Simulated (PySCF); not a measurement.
## Electron affinity of Li by level of theory

Li⁻ [He] 2s2 (1S) → Li [He] 2s1 (2S), as a difference of total energies. All numbers are calculated (PySCF 2.14, the non-relativistic Hamiltonian (point nucleus), in aug-cc-pV5Z). Correlated levels: valence: 1s2 frozen. The calculations carry no spin-orbit coupling.

```tsv
method	electron affinity (eV)	error (eV)
UHF	-0.123	-0.741
LDA	0.590	-0.028
PBE	0.513	-0.105
PBE0	0.494	-0.124
r2SCAN	0.449	-0.169
HSE06	0.490	-0.128
B2PLYP	0.478	-0.140
TPSSh	0.577	-0.041
MP2 (valence)	0.371	-0.247
SCS-MP2 (valence)	0.470	-0.148
```

Reference: 0.618 eV (measured; photodetachment measurements, as compiled on the Wikipedia data page of electron affinities).

Errors of the correlated levels include the incompleteness of this basis and the frozen core.

A negative affinity means that the anion lies above the atom at that level of theory.

In the anion the highest occupied orbital energy is positive at LDA, PBE, PBE0, r2SCAN, HSE06, B2PLYP, TPSSh, a self-interaction effect; the basis confines that electron, and the energy difference can still be sensible.
